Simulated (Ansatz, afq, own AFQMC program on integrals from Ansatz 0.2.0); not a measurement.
## Breaking Si2–C1 in CH4OSi, singlet

```csv
atom,x (Å),y (Å),z (Å)
C,-0.6241,0.4711,-0.2789
Si,1.2121,0.1475,-0.7294
O,1.5901,-0.9994,0.4301
H,-1.2128,-0.4619,-0.3601
H,-1.0965,1.2241,-0.9292
H,-0.7141,0.8222,0.7661
H,0.9067,-1.2716,1.0557
```

Products: SiHO (doublet; Si–OH) and CH$_{3}$ (doublet), each relaxed with PBE0/def2-SVP like the molecule; electronic energies without zero-point terms. Determinants: RHF, UHF and UHF in that order.

Basis def2-TZVP. Noble-gas cores (and the filled d shells of Ga–Kr and In–Xe) are frozen. AFQMC by an in-house program on the Cholesky factors that Ansatz 0.2.0 writes for its CCSD(T) run. The CISD trial takes its coefficients from CCSD amplitudes. Released means that phaseless walkers are propagated on without the constraint, phases kept. Uncertainties: one standard error, sampling alone. The errors of all members are added in quadrature.

No full CI on the walks' own integrals is used here. The released AFQMC energy serves as the reference, which it does only where one determinant dominates, the energy is flat over the last release times and near the phaseless one (40 meV or 2 meV an electron, half that with transition metals). On small molecules, where full CI could be run and the noise was under 10 meV, such values lay within 10 meV of it in 19 cases of 20, a flattering rate, since the rule was set on those same cases; what remains of the bias isn't in the error bar. Each member takes its own surest rung, up to full CI.

The best estimate is CCSD(T) at the basis-set limit (CBS: def2-TZVPP and def2-QZVPP, with their diffuse functions for anions and beside diffuse sets, CCSD(T) itself extrapolated) plus the step from CCSD(T) to AFQMC with the constraint released in def2-TZVP. Rows without CBS are in def2-TZVP; B2PLYP and the wave-function rows carry a basis error of their own. Core correlation and relativity beyond core potentials are missing, and ± holds the sampling alone.

Cautions: CH₄OSi (singlet): restricted determinant unstable towards unrestricted (UHF 18 meV lower, ⟨S²⟩ 0.17), the released value is read at 0.99 1/Eh, later times being too noisy (meV from the phaseless value at times in 1/Eh: -3 ± 6 at 0.24, -19 ± 9 at 0.51, -5 ± 9 at 0.99, -25 ± 16 at 1.50).

Best estimate: 324.1 ± 0.9 kJ/mol.

| level | bond energy (kJ/mol) | error against the best estimate (kJ/mol) |
| --- | --- | --- |
| HF | 202.8 | -121.3 ± 0.9 |
| MP2 | 323.3 | -0.8 ± 0.9 |
| CCSD | 302.0 | -22.2 ± 0.9 |
| CCSD(T) | 311.0 | -13.1 ± 0.9 |
| ph-AFQMC/CISD | 311.6 ± 0.8 | -12.5 ± 1.2 |
| released AFQMC | 311.7 ± 1.1 | -12.4 |
| HF/CBS | 202.7 | -121.4 ± 0.9 |
| MP2/CBS | 336.8 | 12.7 ± 0.9 |
| CCSD(T)/CBS | 324.0 | -0.1 ± 0.9 |
| PBE | 313.0 | -11.1 ± 0.9 |
| r2SCAN | 297.8 | -26.3 ± 0.9 |
| PBE0 | 308.2 | -15.9 ± 0.9 |
| B3LYP | 296.9 | -27.2 ± 0.9 |
| wB97M-V | 330.0 | 5.9 ± 0.9 |
| B2PLYP | 305.6 | -18.5 ± 0.9 |

Correlation beyond CCSD(T) changes it by less than twice the noise. Going to the basis-set limit adds 13.0 kJ/mol at CCSD(T). The perturbative (T) step is worth +9.0 kJ/mol. The functionals spread over 33.1 kJ/mol; wB97M-V and PBE come nearest and B3LYP is 27.2 kJ/mol too low.

Best estimates are given only where the step beyond CCSD(T) is under 0.3 eV and no member's determinant is very poor (T1 over 0.05, or 0.07 for open shells, ⟨S²⟩ too high by 0.3, two states mixed), so the hardest cases are missing from such tables.

The functionals ran in a triple-zeta set and keep a basis error of their own, a few kJ/mol for each bond in atomization energies and more for double hybrids, so close places among them and the extrapolated levels can swap.

Each member of a difference takes its own highest rung, so a best estimate needn't equal the limit plus the step of one row. A walk keeps the symmetry of its determinant, which the program's search chose and which needn't be the lowest solution, so a lower state of the same spin and another symmetry isn't excluded. Released energies are given only where the last usable release times agree within the noise; a slower fall can still hide under it.
